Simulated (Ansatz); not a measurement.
# C4H6O2: a ladder of functionals and wavefunction methods

One table from this session's results is given with a row withheld; the runs are named, their logs left out.

Computed with Ansatz 0.2.0, Gaussian basis. Level: functionals in def2-TZVPP, the program's frozen cores in correlated methods.

Levels to be run: PBE-D4, r2SCAN-D4, PBE0-D4, B3LYP-D4, ωB97X-V, ωB97M-V, B2PLYP; CCSD(T)/def2-TZVPP; MP2/def2-QZVPP; extrapolation to the limit.

### The geometry

An earlier PBE0-D4 in a triple-zeta def2 set relaxation fixed the geometry.

SMILES `CC1(C=O)CO1`, 12 atoms, charge 0, spin multiplicity 1.

Atoms are counted from 1 here; the program's logs count them from 0.

Bond lengths: C1–C2 1.494 Å, C1–H7 1.091 Å, C1–H8 1.090 Å, C1–H9 1.092 Å, C2–C3 1.491 Å, C2–C5 1.471 Å, C2–O6 1.429 Å, C3–O4 1.199 Å, C3–H10 1.111 Å, C5–O6 1.406 Å, C5–H11 1.088 Å, C5–H12 1.087 Å. Angles: C2–C1–H7 110.1°, C2–C1–H8 110.4°, C2–C1–H9 110.3°, H7–C1–H8 109.4°, H7–C1–H9 107.7°, H8–C1–H9 108.9°, C1–C2–C3 117.8°, C1–C2–C5 122.1°, C1–C2–O6 117.7°, C3–C2–C5 115.0°, C3–C2–O6 111.8°, C5–C2–O6 58.0°, C2–C3–O4 124.2°, C2–C3–H10 113.6°, O4–C3–H10 122.3°, C2–C5–O6 59.5°, C2–C5–H11 120.4°, C2–C5–H12 117.4° and more.

The first run:

Contents of in.yaml:

```yaml
crystal:
  periodic: [false, false, false]
  atoms:
    - {symbol: C, position_ang: [0.122885, -0.897297, 1.093983]}
    - {symbol: C, position_ang: [-0.008748, 0.152879, 0.040119]}
    - {symbol: C, position_ang: [1.242316, 0.773564, -0.482749]}
    - {symbol: O, position_ang: [2.343731, 0.347208, -0.275219]}
    - {symbol: C, position_ang: [-1.157453, 0.200069, -0.877482]}
    - {symbol: O, position_ang: [-1.056389, 1.113081, 0.187409]}
    - {symbol: H, position_ang: [0.745103, -1.716650, 0.730608]}
    - {symbol: H, position_ang: [-0.858491, -1.283272, 1.369878]}
    - {symbol: H, position_ang: [0.604091, -0.484899, 1.982772]}
    - {symbol: H, position_ang: [1.064640, 1.686616, -1.090745]}
    - {symbol: H, position_ang: [-1.049594, 0.626037, -1.872979]}
    - {symbol: H, position_ang: [-1.915092, -0.572635, -0.771594]}
basis:
  gaussian: {orbitals: def2-TZVPP}
hamiltonian: {xc: pbe, dispersion: d4}
output: {forces: true, orbitals: {seedname: orbitals}}
```

Command:

```
$ ansatz run in.yaml --threads 4 --pin off --events-out ev --progress --plain --max-ram 10444MiB
```

Steps of the session up to this table: PBE-D4 (GGA); r2SCAN-D4 (meta-GGA); PBE0-D4 (hybrid); B3LYP-D4 (hybrid); ωB97X-V (range-separated); ωB97M-V (range-separated); B2PLYP (double hybrid); CCSD(T) in def2-TZVPP; MP2 in def2-QZVPP.

One table of the session follows, with a row left open; its other results are not shown here.

It belongs to the step «Atomisation energies». 

```
            method  atoms, summed (eV)  atomisation energy (eV)
            PBE-D4           -8277.729                   54.526
         r2SCAN-D4           -8284.465                   52.884
           PBE0-D4           -8279.470                   53.073
          B3LYP-D4           -8289.769                   52.501
           ωB97X-V           -8286.579                   52.716
           ωB97M-V           -8285.991                   52.756
            B2PLYP           -8283.244                   52.073
     HF/def2-TZVPP           -8255.935                   37.010
    MP2/def2-TZVPP                   ?                        ?
   CCSD/def2-TZVPP           -8273.966                   50.178
CCSD(T)/def2-TZVPP           -8274.342                   51.165
           MP2/CBS           -8273.669                   53.897
       CCSD(T)/CBS           -8277.170                   52.493
```

**Question.** Estimate the row for MP2/def2-TZVPP.

The run gave: atoms, summed (eV): -8270.841; atomisation energy (eV): 52.568. In the column «atoms, summed (eV)» it lies between MP2/CBS (-8273.669) and HF/def2-TZVPP (-8255.935).

Limits of these values: Free atoms (4 C, 2 O, 6 H) were run apart at each level; the atomisation energy is their sum less the molecule, without zero-point or spin-orbit terms.
